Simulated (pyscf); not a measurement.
PySCF, gas phase, ωB97X-D3(BJ)/def2-SVP geometries.

Question: F–Ge:–F [singlet] + H atom (H•) + water (H₂O) -> HO–Ge•(F)–F + hydrogen (H₂)
Surface: doublet. Broken: H–O. Formed: Ge–O, H–H. Give ΔE‡ and ΔE from ωB97X-D3(BJ)/def2-TZVP, relative to the separated reactants.

Answer: ΔE‡ = 1.5 kcal/mol, ΔE = -38.3 kcal/mol. ωB97M-D3(BJ)/def2-TZVP gives 2.8 kcal/mol and -35.1 kcal/mol. Zero-point energy shifts the barrier by +0.8 kcal/mol. It is an addition across a multiple bond or ene-type step, with an imaginary mode of 1962i cm⁻¹. On the reactant side the descent ends in an adduct with a Ge–O contact, 16.1 kcal/mol under the separated species and 17.6 kcal/mol under the saddle at ωB97X-D3(BJ)/def2-TZVP. What is counted as formed (Ge–O) is already present as a longer contact in the reactant adduct; forming that adduct is a step of its own. This is the saddle that the search found; another between the same sides may lie lower. Elements up to Kr have no core potential and no relativistic terms here.
